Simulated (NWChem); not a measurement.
The numbers come from NWChem runs, not from measurements. System: H2S, charge 0, spin multiplicity 1, displaced from the optimised geometry. Level: MP2/cc-pVDZ, 5 core orbitals frozen, spin-restricted.

Job file:

```
start mol
memory heap 200 mb stack 900 mb global 1100 mb
geometry units angstroms nocenter noautoz noautosym
  S      0.000000     0.000000     0.105588
  H     -0.973994     0.000000    -0.844700
  H      2.434984     0.000000    -2.270132
end
basis spherical
  * library cc-pvdz
end
scf
  rhf
  nopen 0
  maxiter 100
  thresh 1e-7
  semidirect memsize 60000000 filesize 0
end
mp2
  freeze core 5
end
task mp2 energy
```

Part of the output:

```
             Northwest Computational Chemistry Package (NWChem) 7.3.0
             --------------------------------------------------------

                                NWChem Input Module
                                -------------------

 Scaling coordinates for geometry "geometry" by  1.889725989
 (inverse scale =  0.529177249)

                             Geometry "geometry" -> ""
                             -------------------------

 Output coordinates in angstroms (scale by  1.889725989 to convert to a.u.)

  No.       Tag          Charge          X              Y              Z
 ---- ---------------- ---------- -------------- -------------- --------------
    1 S                   16.0000     0.00000000     0.00000000     0.10558800
    2 H                    1.0000    -0.97399400     0.00000000    -0.84470000
    3 H                    1.0000     2.43498400     0.00000000    -2.27013200

 Effective nuclear repulsion energy (a.u.)       8.8541047306

            Nuclear Dipole moment (a.u.)
            ----------------------------
        X                 Y               Z
 ---------------- ---------------- ----------------
     2.7608707721     0.0000000000    -2.6936607775


 Summary of "ao basis" -> "" (spherical)
 ------------------------------------------------------------------------------
       Tag                 Description            Shells   Functions and Types
 ---------------- ------------------------------  ------  ---------------------
 *                          cc-pvdz                   on all atoms

 Summary of "ao basis" -> "ao basis" (spherical)
 ------------------------------------------------------------------------------
       Tag                 Description            Shells   Functions and Types
 ---------------- ------------------------------  ------  ---------------------
 S                          cc-pvdz                  8       18   4s3p1d
 H                          cc-pvdz                  3        5   2s1p

                                 NWChem SCF Module
                                 -----------------

  ao basis        = "ao basis"
[...]
     1   1 0 0     -0.310394      0.000000      2.760871
     1   0 1 0     -0.000000      0.000000      0.000000
     1   0 0 1     -0.300118      0.000000     -2.693661

     2   2 0 0     -9.853589      0.000000     24.561107
     2   1 1 0      0.000000      0.000000      0.000000
     2   1 0 1     -0.160677      0.000000    -16.801866
     2   0 2 0    -12.972046      0.000000      0.000000
     2   0 1 1     -0.000000      0.000000      0.000000
     2   0 0 2    -10.210480      0.000000     21.588507

                   NWChem MP2 Semi-direct Energy/Gradient Module
                   ---------------------------------------------

  Basis functions       =     28
  Molecular orbitals    =     28
  Frozen core           =      5
  Frozen virtuals       =      0
  Active alpha occupied =      4
  Active beta occupied  =      4
  Active alpha virtual  =     19
  Active beta virtual   =     19
  Use MO symmetry       = F
  Use skeleton AO sym   = F

  AO/Fock/Back tols     =   1.0D-09  1.0D-09  1.0D-09

 GA uses MA = F    GA memory limited = T

 Available:
  local mem=  1.26D+08
 global mem=  1.44D+08
 local disk=  0.00D+00
  mp2_memr nvloc                    19
  nvloc new                    19
   1 passes of   4:        2097152                       3537                    106298.
   1 passes of   4: M    126154647           G      144177632           F     124057495.

 Semi-direct pass number   1 of   1  for RHF alpha+beta  at        0.4s
  vrange nnbf                   406
  mp2_eaftype                    10  avail_ma_in_mb                  1099
 EAF : mp2_eaftype filesize          10      53149.
  mp2_eaf for mointskh                     10
Node 0 wrote      0.2 Mb in      0.0 s     Agg I/O rate:   916.7 Mb/s
 Done moints_semi at        1.0s
  mp2_eaftype                    10  avail_ma_in_mb                  1089
 EAF : mp2_eaftype filesize          10      53149.
  mp2_eaf for kh                    10
 Done maket at        1.0s
 Done multipass loop at        1.0s

          -------------------------------------------
          SCF energy                -398.439558507233
          Correlation energy          -0.209119809305
          Singlet pairs               -0.162143311380
          Triplet pairs               -0.046976497925
          Total MP2 energy          -398.648678316538
          -------------------------------------------

          ---------------------------------------------------
                    Spin Component Scaled (SCS) MP2
          Same spin pairs                     -0.031317665284
          Same spin scaling factor             0.333333333333
          Opposite spin pairs                 -0.177802144022
          Opposite spin scaling fact.          1.200000000000
          SCS-MP2 correlation energy          -0.223801794587
          Total SCS-MP2 energy              -398.663360301820
          ---------------------------------------------------

 -----------------------
 Performance information
 -----------------------

 Timer overhead =  1.83D-07 seconds/call

               Nr. of calls         CPU time (s)                 Wall time (s)                GFlops
             ---------------    -------------------     ------------------------------   -------------------
Name         Min   Avg   Max    Min     Avg     Max     Min     Avg     Max   Mx/calls   Min     Max     Sum
mp2: moin     1     1     1   0.56    0.56    0.56     0.56    0.56    0.56    0.56      0.0     0.0     0.0
mp2: make     1     1     1   3.94E-3 3.94E-3 3.94E-3  3.94E-3 3.94E-3 3.94E-3 3.94E-3   0.0     0.0     0.0
mp2: tota     1     1     1   0.58    0.58    0.58     0.58    0.58    0.58    0.58      0.0     0.0     0.0

 The average no. of pstat calls per process was 3.00D+00
 with a timing overhead of 5.48D-07s

 Task  times  cpu:        1.0s     wall:        1.0s

 Total times  cpu:        1.0s     wall:        1.0s
```
